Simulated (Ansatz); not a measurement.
**One shape, several levels: SiH4O (Si(OH)H3)**

Wanted: a comparison of 5 runs (BLYP/STO-3G, UPBE0/STO-3G, wB97M-V/STO-3G, wB97X/STO-3G, CCSD(T)/STO-3G) of SiH4O (Si(OH)H3). 

The results are computed with Ansatz 0.2.0.

57 further runs of the same task are left out: 2 that didn't finish, 55 set aside as unsound or not needed.

### 1 Starting point

SiH4O: 6 atoms, total charge 0, spin state singlet. As SMILES, `[H][Si]([H])([H])O`. The O2–Si1 distance was set to 4.063 Å, away from the relaxed value. At this shape a bond of the SMILES string is far longer than usual.

Bond lengths: O2–H3 0.953 Å, Si1–H4 1.464 Å, Si1–H5 1.464 Å, Si1–H6 1.453 Å. Angles: H4–Si1–H5 108.8°, H4–Si1–H6 112.9°, H5–Si1–H6 112.9°.

### 2 The energy at BLYP/STO-3G (run 1)

run.yaml

```yaml
basis:
  gaussian:
    orbitals: STO-3G
crystal:
  periodic: [false, false, false]
  atoms:
    - {symbol: Si, position_ang: [-0.060540, -0.149560, -2.845461]}
    - {symbol: O, position_ang: [-0.059540, -0.091910, 1.217130]}
    - {symbol: H, position_ang: [0.327320, 0.620940, 1.717260]}
    - {symbol: H, position_ang: [1.312550, -0.147360, -3.354401]}
    - {symbol: H, position_ang: [-0.760980, 1.023790, -3.370741]}
    - {symbol: H, position_ang: [-0.761200, -1.394260, -3.113981]}
total_charge: 0
hamiltonian:
  xc: {name: BLYP}
accuracy: high
```

Command:

```console
$ ansatz run run.yaml --threads 1 --pin off --max-ram 2610MiB --events-out events.jsonl --progress --plain --runs-dir runs
```

The log of the run:

```text
Warning: RAYON_NUM_THREADS=1 ignored (pool sized by the plan → 1); use --threads N
Functional definition: BLYP
  name "BLYP"
  parameter beta = 0.0042
  parameter a = 0.04918
  parameter b = 0.132
  parameter c = 0.2533
  parameter d = 0.349
  exchange = b88_x(beta = beta)
  correlation = lyp_c(a = a, b = b, c = c, d = d)
275 factors; integrals over basis functions are off by at most 2.3e-8 eV
mean field evaluation 1: about -9848.1196 eV, gradient 3.3e1 eV
mean field evaluation 2: about -9497.6086 eV, gradient 1.1e2 eV
mean field evaluation 4: about -9843.3431 eV, gradient 3.2e1 eV
mean field evaluation 8: about -9850.8643 eV, gradient 2.1e1 eV
mean field evaluation 16: about -9860.9261 eV, gradient 3.8e-9 eV
mean field evaluation 32: about -9860.6312 eV, gradient 2.7e-4 eV
mean field -9860.92605120 eV, -362.3823484059 hartree, gradient 8.1e-8 eV, S^2 0.000000; 4 other end points of the search recorded, 0 dependent functions left out
reference -9860.92609442 eV, -362.3823499943 hartree; 13, 13 occupied and 5, 5 virtual orbitals, 275 factors
Total energy: -9860.92609442 eV, -362.3823499943 hartree
```

Wall time 1.9 s (1 thread of Intel Xeon Platinum 8488C (Sapphire Rapids), shared host).

### 3 The energy at UPBE0/STO-3G (run 2)

input.yaml

```yaml
basis:
  gaussian:
    orbitals: STO-3G
crystal:
  periodic: [false, false, false]
  atoms:
    - {symbol: Si, position_ang: [-0.060540, -0.149560, -2.845461]}
    - {symbol: O, position_ang: [-0.059540, -0.091910, 1.217130]}
    - {symbol: H, position_ang: [0.327320, 0.620940, 1.717260]}
    - {symbol: H, position_ang: [1.312550, -0.147360, -3.354401]}
    - {symbol: H, position_ang: [-0.760980, 1.023790, -3.370741]}
    - {symbol: H, position_ang: [-0.761200, -1.394260, -3.113981]}
magnetization:
  spin_polarized: true
hamiltonian:
  xc: {name: PBE0}
accuracy: high
```

Command:

```console
$ ansatz run input.yaml --threads 1 --pin off --max-ram 2610MiB --events-out events.jsonl --progress --plain --runs-dir runs
```

The log of the run:

```text
Warning: RAYON_NUM_THREADS=1 ignored (pool sized by the plan → 1); use --threads N
Functional definition: PBE0
  name "PBE0"
  parameter a = 0.25
  parameter kappa = 0.804
  parameter beta = 0.06672455060314922
  exchange = (1 - a)*pbe_x(kappa = kappa, mu = beta*pi^2/3) + a*exact_x
  correlation = pbe_c(beta = beta)
275 factors; integrals over basis functions are off by at most 2.3e-8 eV
mean field evaluation 1: about -9845.4588 eV, gradient 2.2e1 eV
mean field evaluation 2: about -9499.7674 eV, gradient 7.1e1 eV
mean field evaluation 4: about -9840.1437 eV, gradient 2.2e1 eV
mean field evaluation 8: about -9847.7664 eV, gradient 1.3e1 eV
mean field evaluation 16: about -9858.8723 eV, gradient 2.7e0 eV
mean field evaluation 32: about -9859.0647 eV, gradient 2.9e-5 eV
mean field evaluation 64: about -9859.0640 eV, gradient 1.2e-2 eV
mean field -9859.06474237 eV, -362.3139465680 hartree, gradient 2.7e-8 eV, S^2 1.002078; 4 other end points of the search recorded, 0 dependent functions left out
reference -9859.06474404 eV, -362.3139466293 hartree; 13, 13 occupied and 5, 5 virtual orbitals, 275 factors
Total energy: -9859.06474404 eV, -362.3139466293 hartree
```

Wall time 10 s (1 thread of Intel Xeon Platinum 8488C (Sapphire Rapids), shared host); peak memory 0.16 GiB.

### 4 A single-point energy at wB97M-V/STO-3G (run 3)

job.yaml

```yaml
crystal:
  periodic: [false, false, false]
  atoms:
    - {symbol: Si, position_ang: [-0.060540, -0.149560, -2.845461]}
    - {symbol: O, position_ang: [-0.059540, -0.091910, 1.217130]}
    - {symbol: H, position_ang: [0.327320, 0.620940, 1.717260]}
    - {symbol: H, position_ang: [1.312550, -0.147360, -3.354401]}
    - {symbol: H, position_ang: [-0.760980, 1.023790, -3.370741]}
    - {symbol: H, position_ang: [-0.761200, -1.394260, -3.113981]}
basis:
  gaussian:
    orbitals: STO-3G
hamiltonian:
  xc: {name: wB97M-V}
accuracy: high
```

Command:

```console
$ ansatz run job.yaml --threads 1 --pin off --max-ram 2610MiB --events-out events.jsonl --progress --plain --runs-dir runs
```

The log of the run, cut to the lines that bear on the results:

```text
Warning: RAYON_NUM_THREADS=1 ignored (pool sized by the plan → 1); use --threads N
Functional definition: wB97M-V
  name "wB97M-V"
[...]
  gx(w, u) = 1 - cx + cx01*u + cx10*w
  gss(w, u) = css00 + css04*u^4 + css10*w + css20*w^2 + css43*w^4*u^3
  gos(w, u) = cos00 + cos10*w + (cos20 + cos21*u)*w^2 + (cos60 + cos61*u)*w^6
[...]
      + integral(e_c_pw_mod_opposite_spin*gos(b97_w_opposite, b97_u_opposite)) + vv10(b, c)
275 factors; integrals over basis functions are off by at most 2.3e-8 eV
143 factors; integrals over basis functions are off by at most 1.0e-9 eV
[...]
mean field -9861.12818101 eV, -362.3897765393 hartree, gradient 3.1e-8 eV, S^2 0.000000; 2 other end points of the search recorded, 0 dependent functions left out
reference -9861.12818402 eV, -362.3897766500 hartree; 13, 13 occupied and 5, 5 virtual orbitals, 275 factors
Total energy: -9861.12818402 eV, -362.3897766500 hartree
```

It took 11 s on 1 thread of Intel Xeon Platinum 8488C (Sapphire Rapids), shared host; peak memory 0.31 GiB.

Run 4 isn't shown in full; the table further down has it.

### 5 A single-point energy at CCSD(T)/STO-3G (run 5)

in.yaml

```yaml
crystal:
  periodic: [false, false, false]
  atoms:
    - {symbol: Si, position_ang: [-0.060540, -0.149560, -2.845461]}
    - {symbol: O, position_ang: [-0.059540, -0.091910, 1.217130]}
    - {symbol: H, position_ang: [0.327320, 0.620940, 1.717260]}
    - {symbol: H, position_ang: [1.312550, -0.147360, -3.354401]}
    - {symbol: H, position_ang: [-0.760980, 1.023790, -3.370741]}
    - {symbol: H, position_ang: [-0.761200, -1.394260, -3.113981]}
basis:
  gaussian:
    orbitals: STO-3G
scf:
  omitted_lower_state_checks: [cluster_reference, increment]
accuracy: high
correlation:
  method: ccsd_t
  frozen_orbitals: {H: 0, O: 1, Si: 5}
total_charge: 0
```

Command:

```console
$ ansatz run in.yaml --threads 1 --pin off --max-ram 2610MiB --events-out events.jsonl --progress --plain --runs-dir runs
```

The log of the run:

```text
Warning: RAYON_NUM_THREADS=1 ignored (pool sized by the plan → 1); use --threads N
[... 13 lines left out ...]
6 core orbitals not correlated: weight in the atoms' cores, before any rotation towards them, 1.000 or more for the frozen orbitals, at most 0.000 for the correlated occupied ones
[... 47 lines left out ...]
WARN: these amplitudes may be one of several solutions (largest doubles amplitude 1.01, level shift 16.62 eV)
Total energy: -9842.88042970 eV, -361.7191840477 hartree
Checks for a lower state left out: cluster_reference, increment
```

Run time: 0.24 s. Hardware: 1 thread of Intel Xeon Platinum 8488C (Sapphire Rapids), shared host.

### 6 The series

```tsv
run	level	frozen core orbitals	energy (Eh)	wall time
1	BLYP/STO-3G	–	-362.382350	1.9 s
2	UPBE0/STO-3G	–	-362.313947	10 s
3	wB97M-V/STO-3G	–	-362.389777	11 s
4	wB97X/STO-3G	–	-362.355311	3.9 s
5	CCSD(T)/STO-3G	6	-361.719184	0.24 s
```

### 7 Summary of results

| quantity | value |
| --- | --- |
| run 5: total energy | -361.71918 Eh |
| run 5: correlation energy (6 core orbitals frozen) | -338.9 mEh |
| run 5: (T) correction | -12.77 mEh |
| run 5: T1 diagnostic | 0.060 |

**Reading.** Totals of different functionals can't be ranked against each other. In run 5 the T1 diagnostic is large, so a single reference may not serve. In run 5 the log says that unrestricted orbitals would lower the reference, so the values rest on an unstable closed-shell determinant (other closed-shell runs at this shape may share the fault). In runs 1, 2, 3, 4, 5 the basis is minimal, so the values are rough. In runs 1, 3, 4, 5 a closed-shell determinant meets a far-stretched bond, which it describes badly. Spin contamination of the reference: run 2 ⟨S²⟩ = 1.00. Where it is this large, the reference is a mixture of spin states, and values that rest on it are in doubt. All runs together took 28 s, the longest 11 s.
